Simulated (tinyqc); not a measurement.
Inside a calculation. Method: Hueckel theory of the pi electrons with the omega technique, for the molecule C=CN (SMILES; centres numbered as the heavy atoms are written). One step of it, computed by the program tinyqc.

Task: Omega technique, round 2. h_r = h_r(0) + omega q_r, omega = 0.6, with q_r = z_r - P_rr; 0.3 of the old diagonal is kept.

Hueckel matrix in units of beta (H = alpha + beta A), lower triangle:
```
          1C        2C        3N
1C  0.000000
2C  1.000000  0.000000
3N  0.000000  0.810000  1.640000
```

charge and bond-order matrix P, lower triangle:
```
           1C        2C        3N
1C   1.108513
2C   0.955371  0.976166
3N  -0.274755  0.294444  1.915321
```

Centres:
```
centre  z_r, pi electrons of the neutral centre         h
1C                                            1  0.000000
2C                                            1  0.000000
3N                                            2  1.640000
```

Give: matrix after round 2.

Result:

matrix after round 2, lower triangle:
```
        1C     2C     3N
1C  -0.066
2C   1.000  0.018
3N   0.000  0.810  1.687
```
